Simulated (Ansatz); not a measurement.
P₃⁺, relaxed as a triplet with UKS PBE0-D4/def2-TZVP in Ansatz, starting from the PBE0-D4/def2-TZVP geometry of the charge +1 singlet. Force threshold 0.02 eV/Å.

At PBE0-D4/def2-TZVP a singlet of charge 1 lies 1.80 eV below the triplet, each at its own geometry. The structure comes from a short search, and lower isomers may exist.

Start:

| atom | x (Å) | y (Å) | z (Å) |
| --- | --- | --- | --- |
| P1 | 0.881 | -0.809 | 0.167 |
| P2 | -0.191 | 0.862 | 0.823 |
| P3 | -0.689 | -0.053 | -0.990 |

```tsv
step	energy (eV)	largest force component (eV/Å)	SCF passes
1	-27845.9178	2.842	91
2	-27846.3820	1.314	29
3 (rejected)	-27846.2918	3.354	25
4	-27846.5607	0.380	28
5	-27846.5700	0.058	23
6	-27846.5701	0.007	22
```

Force components are those of the run's own axes.

End:

```tsv
atom	x (Å)	y (Å)	z (Å)
P1	0.786	-0.722	0.149
P2	-0.096	0.907	1.007
P3	-0.690	-0.185	-1.156
```

By distances, no bond broke or formed. The bond that changes most is P2–P3, from 2.09 to 2.49 Å (atoms count from 1).

No frequencies were taken in this run, so the end may be a saddle point.

It took 8 s on 4 threads of Arm Neoverse V1 on a shared host.
